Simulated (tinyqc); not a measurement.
Geometry optimisation on the UHF/sto-3g surface (energies and gradients from PySCF), for NH3+, spin multiplicity 2, step by step. One step of it, computed by the program tinyqc.

Problem. Step 1: move. Quasi-Newton step p = -H^(-1) g (first H = 0.3 times the unit matrix); steps longer than 0.3 bohr are cut back (factor 0.371 here).

positions at the start (bohr):
```
            x          y          z
1N   0.100155  -0.028346   0.568808
2H   1.770673   0.017008  -0.022677
3H  -0.910848   1.460758   0.107714
4H  -0.825810  -1.515560   0.069920
```

gradient (hartree/bohr):
```
              x            y            z
1N   0.06234971  -0.02203461  -0.04709872
2H  -0.16325395  -0.00435759   0.03527278
3H   0.04463504  -0.08343893   0.00075430
4H   0.05626920   0.10983113   0.01107163
```

Give: positions after step 1.

Solution.

positions after step 1 (bohr):
```
         x       y       z
1N   0.023  -0.001   0.627
2H   1.973   0.022  -0.066
3H  -0.966   1.564   0.107
4H  -0.895  -1.651   0.056
```
